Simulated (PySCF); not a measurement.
Species: CF3NH2.
Atom-mapped SMILES: `[NH2:1][C:2]([F:3])([F:4])[F:5]` (hydrogens: H6, H7 on N1)

Computed geometry: GFN2-xTB, gas phase.

(1) List the bond lengths and angles at this level.

Answers

(1) 
```csv
bond,length (bohr)
N1–C2,2.611
"C2–F3, C2–F4",2.522
C2–F5,2.589
"N1–H6, N1–H7",1.908
```

Bonds in one row agree within 0.02 bohr and their mean is given. A selection of angles:
```csv
angle,degrees
C2–N1–H6,113.3
H6–N1–H7,112.5
N1–C2–F3,111.5
N1–C2–F5,115.2
F3–C2–F4,108.0
F3–C2–F5,105.1
```

N1 (primary amine nitrogen) is pyramidal (angles 113.3°, 113.3° and 112.5°, sum 339.1°, 0.30 Å off the plane of its three neighbours). The 3 C–F bonds span 1.335 Å (C2–F3, drawn single) to 1.370 Å (C2–F5, drawn single), a spread of 0.035 Å.

Point group: Cs (tolerance 0.08 Å). No frequency check.

Conformer computed: `[NH2:1][C:2]([F:3])([F:4])[F:5]`: H–N1–C2–F3 -55°, H–N1–C2–F3 176°.
